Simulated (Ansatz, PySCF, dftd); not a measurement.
System: SiH2, charge 0, singlet. SiH2 (SMILES [SiH2]).
B3LYP-D3(BJ)/def2-TZVP minimum from Ansatz (a first-principles code):
```
Si
H 1 1.5232
H 1 1.5232 2 91.51
```
Charge 0, spin multiplicity 1.

Wanted: enthalpy of formation at 298 K (by atomisation, with ideal-gas terms from PySCF's Hessian at B3LYP-D3(BJ)/def2-TZVP and the atoms' measured values of the G2/97 table; no spin-orbit terms), in kcal/mol. UHF or UKS for unpaired electrons; spin-orbit terms are left out. Cores are frozen in correlated methods. Rows without X2C or -DK are non-relativistic. CBS(X,Y): correlation extrapolated as X^-3, Hartree-Fock from the larger set (Q,5: extrapolated as (X+1)exp(-9√X)). A bracket is a step between two methods taken in the basis named. The functionals are non-relativistic, so their misses hold any scalar relativity. Double hybrids freeze cores in their MP2 part. 'core' is core correlation in cc-pwCVTZ (1s frozen past Ne), 'X2C' scalar relativity in cc-pVTZ-DK, both at CCSD(T). Full CI freezes restricted core orbitals, also for open shells; the composite that ends in it estimates full CI at the basis-set limit. For partners of very few electrons the exact lower level stands in for a higher one. The restricted determinant of H2Si ([SiH2], singlet) is unstable towards broken spin symmetry in at least one set run.

Compared with CCSD(T)/CBS(cc-pV(Q+d)Z,cc-pV(5+d)Z) + [CCSDT(Q) - CCSD(T)]/cc-pV(5+d)Z + [FCI - CCSDT(Q)]/cc-pV(D+d)Z + core + X2C (Ansatz): 63.1 kcal/mol.

Costs are rough ratios of core time, to one figure, on one kind of shared machine, summed over the single points of the molecules; atoms, geometries and frequencies are left out. The first row took roughly 1 core seconds; short runs hold start-up time.

```csv
level,program,cost relative to the first row
r2SCANh/def2-TZVPD,Ansatz,1
r2SCAN-D3(BJ)/def2-TZVPD,Ansatz + dftd3,1
B2GP-PLYP-D4/def2-TZVPD,Ansatz + dftd4,1
CCSD(T)/cc-pV(D+d)Z,Ansatz,2
CCSDTQ/cc-pV(D+d)Z,Ansatz,20
"CCSD(T)/CBS(cc-pV(T+d)Z,cc-pV(Q+d)Z) + core + X2C",Ansatz,20
CCSDT(Q)/cc-pV(Q+d)Z,Ansatz,100
```

### Question
Among the rows that cost no more than CCSD(T)/cc-pV(D+d)Z, which comes nearest?

### Answer
B2GP-PLYP-D4/def2-TZVPD.
| level | difference (kcal/mol) |
|---|---|
| r2SCANh/def2-TZVPD | 5.3 |
| r2SCAN-D3(BJ)/def2-TZVPD | 4.8 |
| B2GP-PLYP-D4/def2-TZVPD | 4.3 |
| CCSD(T)/cc-pV(D+d)Z | 11.4 |
| CCSDTQ/cc-pV(D+d)Z | 11.3 |
| CCSD(T)/CBS(cc-pV(T+d)Z,cc-pV(Q+d)Z) + core + X2C | -0.2 |
| CCSDT(Q)/cc-pV(Q+d)Z | 1.0 |
